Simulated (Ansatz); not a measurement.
For 1T (CdI2-type) SnS2, PBEsol+SOC (Ansatz, a program for electronic structure, PAW) gives:

- lattice constant a = 3.650 Å
- c axis length = 6.065 Å

**Question.** What does HSE06-D3(BJ) in Ansatz (PAW) give for the same quantities?

**Answer.** 
- lattice constant a: 3.624 Å (shrinks by 0.7 %)
- lattice parameter c: 5.740 Å (falls by 5.4 %)

For comparison: lattice constant a 3.646 Å (measured, room temperature, no zero-point or thermal correction, our sources range from 3.640 to 3.650; as tabulated in Lima et al. (2018), arXiv:1803.05430); lattice parameter c 5.893 Å (measured, room temperature, not corrected to a static lattice; as tabulated in Lima et al. (2018), arXiv:1803.05430).

Changes are worked out from the printed values.

Unless a cell is named, each level is at its own relaxed cell (PBEsol+SOC 23.33, HSE06-D3(BJ) 21.76 Å³/atom).

Caveats: the cell comes from a level without a dispersion term, which matters for the spacing of layers, chains or molecules (PBEsol+SOC). Ansatz's density-functional and Hartree–Fock values are scalar-relativistic unless marked +SOC, with PAW data made under PBE.
